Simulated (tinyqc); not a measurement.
Stretching all distances: RHF, UHF, MP2, CISD and CCSD against full CI in the sto-6g basis, for H2O, spin multiplicity 1. Computed by the program tinyqc with PySCF. All coordinates are multiplied by the scale. c0^2 is the weight of the RHF determinant in the lowest singlet FCI state (UHF is spin-contaminated and may lie near states of higher spin) and n(LUMO) the first natural occupation beyond the occupied space.

Geometry (angstrom):
```
atom       x        y       z
O     0.0000   0.0000  0.0000
H     0.0000   0.7690  0.4700
H     0.0000  -0.7690  0.4700
```

Full CI energy (hartree) and errors against it (kcal/mol):
```
scale   distance 1-2 (angstrom)      E(FCI)       RHF      UHF      MP2     CISD     CCSD  <S^2> UHF    c0^2  n(LUMO)
0.9700                   0.8742  -75.679167   24.3604  24.3604   6.5939   0.2565   0.0676     0.0000  0.9820   0.0188
1.2200                   1.0995  -75.713419   43.8247  43.8247  14.0315   1.1256   0.1840     0.0000  0.9509   0.0534
1.4700                   1.3248  -75.643388   75.3906  67.6197  26.8108   4.3197   0.4661     0.5958  0.8800   0.1358
1.7200                   1.5502  -75.566517  119.4003  49.7171  44.2127  12.3431   0.5564     1.4047  0.7592   0.2825
1.9700                   1.7755  -75.511121  173.2713  25.7197  63.4717  26.1751  -2.0627     1.7461  0.5992   0.4795
```

What does the comparison show, and why?

UHF parts from RHF first at scale 1.47 of those listed, where <S^2> leaves zero. The weight c0^2 goes from 0.98 to 0.60 and n(LUMO) from 0.02 to 0.48: static correlation grows as the bonds break into open-shell fragments. The spread of the error along the curve, which distorts its shape, is CCSD 2.6, CISD 25.9, UHF 43.3, MP2 56.9, RHF 148.9 kcal/mol. Below FCI somewhere: CCSD, as non-variational methods may be. The table stops here: at scale 2.22 and beyond, the reference weight falls under 0.45 or RHF, UHF or CCSD hop between solutions, so those rows were left out and the spreads given cover only the rows shown. As computed, partly on other solutions, the errors there reach in size RHF 267, UHF 39, MP2 129, CISD 47, CCSD 3 kcal/mol.
